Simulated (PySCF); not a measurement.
Computed with TPSSh-D3(BJ)/def2-TZVP // PBE-D3(BJ)/def2-SVP in PySCF. Gas-phase values, no solvent. 

Reference species (SMILES): `[SH]` (neutral, multiplicity 2).

| Quantity | Result |
|---|---|
| dipole moment | 0.88 D |

Changed species: `C[N]C` (free radical N(CH3)2; the reference has free radical SH).

Task: What does the change do to the dipole moment?

Result: the dipole moment increases by 0.82 D, to 1.70 D.
